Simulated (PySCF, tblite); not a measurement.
# C₄H₃N₂ radical: geometry, infrared bands and EPR parameters

Wanted: the infrared bands and EPR parameters of C₄H₃N₂ radical (`[H]/[C]=C1C=NC/1=N\[H]`), by calculation.

Programs: tblite 0.8.0 and PySCF 2.14.0, with density-fitted response routines of our own. Each step states its level of theory. These are calculated values for one molecule in the gas phase, unless marked as measured. Atoms are numbered from 0 throughout.

### 1 The starting structure

9 atoms, charge 0, multiplicity 2; geometry from: force field or distance geometry start.

Bonds of the start (Å): C0–C1 1.27, C1–C2 1.45, C2–N3 1.27, N3–C4 1.35, C4–N5 1.27, C4–C1 1.44, C0–H6 1.07, C2–H7 1.10, N5–H8 1.03.

### 2 Geometry optimisation with GFN2-xTB

The job: settings as JSON, then the geometry in Å.

```
{"job": {"kind": "relax", "xc": "GFN2-xTB", "basis": "xTB"}, "charge": 0, "multiplicity": 2}
C     -0.955400     1.610200    -0.068200
C     -0.472400     0.435700    -0.038400
C     -0.912100    -0.945800    -0.026400
N      0.250300    -1.443100     0.021200
C      0.811100    -0.214100     0.044900
N      2.044000     0.074100     0.086100
H     -1.351800     2.607900    -0.102300
H     -1.951300    -1.293700    -0.066700
H      2.551200    -0.825200     0.124600
```

Started as:

```sh
OMP_NUM_THREADS=1 python probes_run.py task.json out
```

One launch serves the whole session: the jobs run in the order shown.

**Question.** This job is followed by: GFN2-xTB harmonic vibrations, gas phase; UKS B3LYP, pcH-1 on C H N, non-relativistic, mean-field spin-orbit, GIAO. What will the session give for the following? strongest single infrared mode (GFN2-xTB); zero-point energy (GFN2-xTB); g(iso) (B3LYP); ⟨S²⟩; largest a(iso); potential on the surface of density 0.002 e/bohr³, 1st and 99th percentile.

**Answer**, as computed:

```
                                                                  quantity                  value
                                 strongest single infrared mode (GFN2-xTB)  1847 cm⁻¹, 265 km/mol
                                              zero-point energy (GFN2-xTB)          35.9 kcal/mol
                                                            g(iso) (B3LYP)                2.00204
                                                                      ⟨S²⟩     0.764 (exact 0.75)
                                                            largest a(iso)   13C on C0, 296.3 MHz
potential on the surface of density 0.002 e/bohr³, 1st and 99th percentile     -1.54 V and 1.58 V
```

What this shows: Relaxing lowered the energy by 0.692 eV in 38 steps; the close pair that moved most is C1–C4, from 1.441 to 1.572 Å. No mode is imaginary among the 21: a minimum at this level. The strongest single mode, at 1847 cm⁻¹, moves mainly C4 and N5. GFN2-xTB is a fitted tight-binding method: band positions and strengths are rough. Its intensities can rank the bands wrongly. C0 carries the largest spin population, 1.01 e. The isotropic g lies 0.3 ppt below the free-electron value. The conformer search found further structures of the same energy, which may be mirror or relabelled copies of this one.
